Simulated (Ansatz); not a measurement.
Consider the isomerisation: `N/C=C(\O)F` → `N/C(F)=C\O`.

Calculated with Ansatz (gas phase, PBE0-D4/def2-TZVP geometries, no zero-point term in ΔE). CCSD(T)/CBS adds triple-zeta CCSD(T) − MP2 to the extrapolated MP2 energy (def2 sets, frozen cores). Double bonds are as drawn, so ΔE can hold a change between cis and trans. Functionals use def2-TZVPP. B3LYP here is the variant with VWN-RPA as its local correlation; programs differ in this. HSE06 is defined as in plane-wave codes. One conformer a species, not always the lowest.

`N/C=C(\O)F`:

Z-matrix (Å, degrees):
```
N
C 1 1.399
H 1 1.010 2 112.2
H 1 1.010 2 112.7 3 124.6
C 2 1.324 1 124.3 3 13.1
H 2 1.082 1 117.2 3 -170.9
F 5 1.343 2 121.7 1 172.7
O 5 1.346 2 124.9 1 -9.1
H 8 0.964 5 109.7 2 129.5
```

`N/C(F)=C\O`:

```xyz
9

N     0.993    0.198   -0.708
C     0.226    0.313    0.446
F     0.746    1.033    1.471
C    -0.971   -0.247    0.572
O    -1.553   -0.976   -0.403
H     1.875   -0.276   -0.552
H     1.173    1.089   -1.155
H    -1.561   -0.152    1.473
H    -0.929   -0.983   -1.144
```

```
             level  ΔE (kcal/mol)  difference from CCSD(T)/CBS
       LDA (SPW92)           -1.5                         -0.4
         revPBE-D4           -1.3                         -0.2
           BLYP-D4           -1.3                         -0.2
         r2SCAN-D4           -0.8                          0.3
           PBE0-D4           -1.0                          0.1
          B3LYP-D4           -1.0                          0.1
        r2SCANh-D4           -0.8                          0.3
        r2SCAN0-D4           -0.7                          0.4
          HSE06-D4           -1.0                          0.1
          BHLYP-D4           -0.8                          0.3
      CAM-B3LYP-D4           -1.1                          0.0
           ωB97X-V           -1.2                         -0.1
           ωB97M-V           -1.2                         -0.1
            B2PLYP           -1.1                          0.0
          PBE-QIDH           -1.0                          0.1
               PBE           -1.2                         -0.1
            revPBE           -1.1                          0.0
              BLYP           -1.1                          0.0
            r2SCAN           -0.8                          0.3
              PBE0           -0.9                          0.2
           r2SCANh           -0.7                          0.4
           r2SCAN0           -0.7                          0.4
             HSE06           -0.9                          0.2
           LC-ωPBE           -1.1                          0.0
RPA@PBE/def2-TZVPP           -1.3                         -0.2
       HF/def2-SVP           -1.1                          0.0
      MP2/def2-SVP           -1.7                         -0.6
     CCSD/def2-SVP           -1.8                         -0.7
  CCSD(T)/def2-SVP           -1.9                         -0.8
     HF/def2-TZVPP           -0.3                          0.8
    MP2/def2-TZVPP           -1.1                          0.0
SCS-MP2/def2-TZVPP           -1.1                          0.0
   CCSD/def2-TZVPP           -1.1                          0.0
CCSD(T)/def2-TZVPP           -1.3                         -0.2
     HF/def2-QZVPP           -0.2                          0.9
    MP2/def2-QZVPP           -1.0                          0.1
SCS-MP2/def2-QZVPP           -0.9                          0.2
      HF/CBS(def2)           -0.1                          1.0
     MP2/CBS(def2)           -1.0                          0.1
    CCSD/CBS(def2)           -0.9                          0.2
       CCSD(T)/CBS           -1.1                            0
```

Largest T1 diagnostic among the species: 0.012.

Leaving LDA and LC-ωPBE aside and taking each functional with its dispersion term where it has one, the values spread over 0.6 kcal/mol, from revPBE-D4 to r2SCAN0-D4. At CCSD(T), def2-SVP lies −0.8 kcal/mol from the extrapolated value and def2-TZVPP −0.2 kcal/mol. In def2-TZVPP, CCSD(T) changes the Hartree–Fock value by −1.0 kcal/mol (the triples alone add −0.2 kcal/mol) and MP2 by −0.8 kcal/mol.
